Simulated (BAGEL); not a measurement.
# A workflow on singlet AlNH2Cl+

Aim: the energy (singlet AlNH2Cl+, HF/def2-SV(P)), then a single-point energy (doublet AlNH2Cl, NEVPT2(3,3)/def2-SV(P)), then the energy (doublet AlNH2Cl, CASPT2(3,3)/def2-SV(P)) of AlClH2N. 

Program for the calculation: BAGEL 1.2.2.

### Step 1. Starting point

AlNH2Cl+ has 5 atoms, charge +1, and is taken as a singlet. As SMILES of the parent species, `[NH2][Al][Cl]`. One bond was lengthened or shortened from a relaxed shape. That shape belongs to the parent species and isn't relaxed for this state.

Bond lengths: N1–Al2 1.765 Å, Al2–Cl3 2.116 Å, N1–H4 1.007 Å, N1–H5 0.857 Å. Angles: N1–Al2–Cl3 116.7°, Al2–N1–H4 124.9°, Al2–N1–H5 124.1°, H4–N1–H5 111.0°.

### Step 2. The energy at HF/def2-SV(P) (density fitting with svp-jkfit) (run 1)

job.json

```json
{ "bagel" : [

{
  "title" : "molecule",
  "basis" : "def2-sv_p_.json",
  "df_basis" : "svp-jkfit",
  "geometry" : [
    { "atom" : "N", "xyz" : [ -1.00057030,  0.82174552, -0.71732114 ] },
    { "atom" : "Al", "xyz" : [  0.79844897, -0.60178517,  1.70360700 ] },
    { "atom" : "Cl", "xyz" : [  3.64135295, -3.16822222,  0.55408660 ] },
    { "atom" : "H", "xyz" : [ -2.40690448,  2.07198832, -0.43669681 ] },
    { "atom" : "H", "xyz" : [ -0.78725990,  0.53422558, -2.29771799 ] }
  ]
},
{ "title" : "hf", "charge" : 1 },
{ "title" : "print", "file" : "orbitals.molden", "orbitals" : true }

]}
```

The basis set def2-SV(P) is read from a file made from the Basis Set Exchange's data (not shown).

Command:

```
$ BAGEL_NUM_THREADS=1 BAGEL job.json > job.out
```

What it wrote:

```text
* using 1 threads per process

  ===============================================================
  ===============================================================

  *** Geometry ***

  { "atom" : "N", "xyz" : [     -1.000570,      0.821746,     -0.717321 ] },
  { "atom" : "Al", "xyz" : [      0.798449,     -0.601785,      1.703607 ] },
  { "atom" : "Cl", "xyz" : [      3.641353,     -3.168222,      0.554087 ] },
  { "atom" : "H", "xyz" : [     -2.406904,      2.071988,     -0.436697 ] },
  { "atom" : "H", "xyz" : [     -0.787260,      0.534226,     -2.297718 ] },

  Number of auxiliary basis functions:      369

  Since a DF basis is specified, we compute 2- and 3-index integrals:
    o Being stored without compression. Storage requirement is 0.009 GB

  Number of basis functions:       54
  Number of electrons      :       39

    * METHOD: MOLECULE                             0.08

  *** RHF ***

  === Nuclear Repulsion ===
   120.3697799421

      * DIIS with orbital gradients will be used.

  === RHF iteration (def2-sv_p_.json) ===
      0       -756.34031463          0.02447415           0.02
      1       -756.45326221          0.01604529           0.02
      2       -756.50908688          0.00154767           0.02
[... 11 lines of this table left out ...]
     14       -756.51026896          0.00000000           0.02
    * SCF iteration converged.

    * Permanent dipole moment:
           (    1.457015,    -1.391947,    -1.796279) a.u.

    * METHOD: HF                                   0.35

    * METHOD: PRINT                                0.01

  ===============================================================
```

Wall time 0.68 s (1 thread of Arm Neoverse V2, shared host); peak memory 0.083 GiB.

### Step 3. Doublet neutral AlNH2Cl: the energy at NEVPT2(3,3)/def2-SV(P) (density fitting with svp-jkfit) (run 2)

calc.json

```json
{ "bagel": [

{
  "title": "molecule",
  "basis": "def2-sv_p_.json",
  "df_basis": "svp-jkfit",
  "angstrom": false,
  "geometry": [
    { "atom": "N", "xyz": [    -1.00057030,     0.82174552,    -0.71732114 ] },
    { "atom": "Al", "xyz": [     0.79844897,    -0.60178517,     1.70360700 ] },
    { "atom": "Cl", "xyz": [     3.64135295,    -3.16822222,     0.55408660 ] },
    { "atom": "H", "xyz": [    -2.40690448,     2.07198832,    -0.43669681 ] },
    { "atom": "H", "xyz": [    -0.78725990,     0.53422558,    -2.29771799 ] }
  ]
},

{
  "title": "hf",
  "charge": 1
},

{
  "title": "casscf",
  "nstate": 1,
  "nact": 3,
  "nclosed": 18,
  "nspin": 1,
  "active": [12, 20, 26],
  "maxiter": 200,
  "natocc": true
},

{
  "title": "nevpt2",
  "nstate": 1,
  "nact": 3,
  "nclosed": 18,
  "nspin": 1,
  "active": [12, 20, 26],
  "maxiter": 200,
  "natocc": true,
  "ncore": 11
},

{
  "title": "print",
  "file": "orbitals.molden",
  "orbitals": true
}

]}
```

The basis set def2-SV(P) is read from a file made from the Basis Set Exchange's data (not shown).

Command:

```
$ BAGEL_NUM_THREADS=1 BAGEL calc.json > calc.out
```

What it wrote:

```text
* using 1 threads per process

  ===============================================================
  ===============================================================

  *** Geometry ***

[... 29 lines left out ...]
    * SCF iteration converged.
[... 1 line left out ...]
    * Permanent dipole moment:
[... 28 lines left out ...]
    * Second-order optimization converged. *
[... 11 lines left out ...]
     * ci vector, state   0, <S^2> = 0.7500
[... 3 lines left out ...]
    * METHOD: CASSCF                               1.14

    * freezing 11 orbitals

  === DF-NEVPT2 calculation ===

    * 3-index integral transformation done
    * assembly done

      NEVPT2 correlation energy:   -0.3138677132      0.03

          (+0)     -0.2413711807
          (+0)'    -0.0243629624
          (+1)     -0.0076606022
          (+1)'    -0.0002739762
          (+2)     -0.0001861357
          (-1)     -0.0334709249
          (-1)'    -0.0004767648
          (-2)     -0.0060651664

      NEVPT2 total energy:       -757.1371234276

    * METHOD: NEVPT2                               0.07

    * METHOD: PRINT                                0.01

  ===============================================================
```

It took 1.9 s on 1 thread of Arm Neoverse V2, shared host; peak memory 0.14 GiB.

### Step 4. Doublet neutral AlNH2Cl: a single-point energy at CASPT2(3,3)/def2-SV(P) (density fitting with svp-jkfit) (run 3)

job.json

```json
{ "bagel": [

{
  "title": "molecule",
  "basis": "def2-sv_p_.json",
  "df_basis": "svp-jkfit",
  "geometry": [
    { "atom": "N", "xyz": [    -1.00057030,     0.82174552,    -0.71732114 ] },
    { "atom": "Al", "xyz": [     0.79844897,    -0.60178517,     1.70360700 ] },
    { "atom": "Cl", "xyz": [     3.64135295,    -3.16822222,     0.55408660 ] },
    { "atom": "H", "xyz": [    -2.40690448,     2.07198832,    -0.43669681 ] },
    { "atom": "H", "xyz": [    -0.78725990,     0.53422558,    -2.29771799 ] }
  ]
},

{ "title": "hf", "charge": 1 },

{ "title": "casscf", "nstate": 1, "nact": 3, "nclosed": 18, "nspin": 1, "active": [12, 20, 26], "maxiter": 200, "natocc": true },

{ "title": "print", "file": "orbitals.molden", "orbitals": true },

{ "title": "smith", "method": "caspt2", "ms": true, "xms": true, "sssr": true, "shift": 0.2, "shift_imag": true, "ncore": 11 }

]}
```

The basis set def2-SV(P) is read from a file made from the Basis Set Exchange's data (not shown).

Command:

```
$ BAGEL_NUM_THREADS=1 BAGEL job.json > job.out
```

What it wrote:

```text
* using 1 threads per process

  ===============================================================
  ===============================================================

  *** Geometry ***

[... 31 lines left out ...]
    * Permanent dipole moment:
[... 40 lines left out ...]
     * ci vector, state   0, <S^2> = 0.7500
[... 21 lines left out ...]
       #      aibj      arbs      arbi      airj      risj      airs      arst      rist         Etot      error   time
[... 10 lines left out ...]
      ------------------------------------------------------------------------------------------------------------------

    * CASPT2 energy : state  0     -757.1418329401
        w/o shift correction       -757.1400623565
        reference weight              0.9013588852

    * METHOD: SMITH                                0.17

  ===============================================================
```

Run time: 2 s. Hardware: 1 thread of Arm Neoverse V2, shared host; peak memory 0.14 GiB.

### Step 5. Outcome

| quantity | value |
| --- | --- |
| run 1, HF/def2-SV(P): total energy | -756.51027 Eh |
| run 1, HF/def2-SV(P): HOMO energy | -16.99 eV |
| run 1, HF/def2-SV(P): LUMO energy | -7.56 eV |
| run 1, HF/def2-SV(P): HOMO–LUMO gap | 9.42 eV |
| doublet neutral AlNH2Cl, run 2: total energy | -757.13712 Eh |
| doublet neutral AlNH2Cl, run 3: total energy | -757.14183 Eh |
